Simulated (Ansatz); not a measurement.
Input for Ansatz (a first-principles code): R-B3LYP/def2-TZVPP on nitrous oxide (SMILES N#[N+][O-]), atoms moved off the minimum.

Ansatz 0.2 input:
```yaml
crystal:
  periodic: [false, false, false]
  atoms:
    - {symbol: N, position_ang: [0.00727049, -0.05154907, -1.04384172]}
    - {symbol: N, position_ang: [0.00661475, 0.06489206, -0.16614744]}
    - {symbol: O, position_ang: [-0.01634800, 0.00069529, 1.11142762]}
basis:
  gaussian:
    orbitals: def2-TZVPP
hamiltonian:
  xc: {name: B3LYP}
scf: {lower_state_search: off}
output: {forces: true}
```

The log:

```
WARN ansatz: RAYON_NUM_THREADS=1 ignored (pool sized by the plan → 1); use --threads N
Functional definition: B3LYP
these checks for a lower state are left out or cut short: stability, starts, cluster_reference, orbital_swaps, neighbouring_geometries, increment
integrals: 0.01 GiB planned
461 factors; their error is unknown
mean field: 0.19 GiB planned
mean field evaluation 1: about -5016.8946 eV, gradient 5.1e1 eV
mean field evaluation 2: about -5017.3962 eV, gradient 4.6e1 eV
mean field evaluation 4: about -5020.5868 eV, gradient 2.5e0 eV
mean field evaluation 8: about -5020.5999 eV, gradient 1.8e-1 eV
mean field evaluation 16: about -5020.6166 eV, gradient 1.6e-4 eV
mean field -5020.61656112 eV, -184.5042555249 hartree, gradient 4.6e-7 eV, S^2 0.000000; 0 other end points of the search recorded, 0 dependent functions left out
the calculation of the forces begins
reference -5020.61672570 eV, -184.5042615732 hartree; 11, 11 occupied and 82, 82 virtual orbitals, 461 factors
Total energy: -5020.61672570 eV, -184.5042615732 hartree
Atom 0 at     0.007270    -0.051549    -1.043842 Å, force     0.159641    -8.215113   -70.485118 eV/Å
Atom 1 at     0.006615     0.064892    -0.166147 Å, force    -0.280131     7.303337    73.099783 eV/Å
Atom 2 at    -0.016348     0.000695     1.111428 Å, force     0.120491     0.911776    -2.614665 eV/Å
Dipole moment:     0.007448     0.034567    -0.316609 e Å
Checks for a lower state left out: stability, starts, cluster_reference, orbital_swaps, neighbouring_geometries, increment
```

The run converged.

Cost: around 0.8 core-seconds (rough).
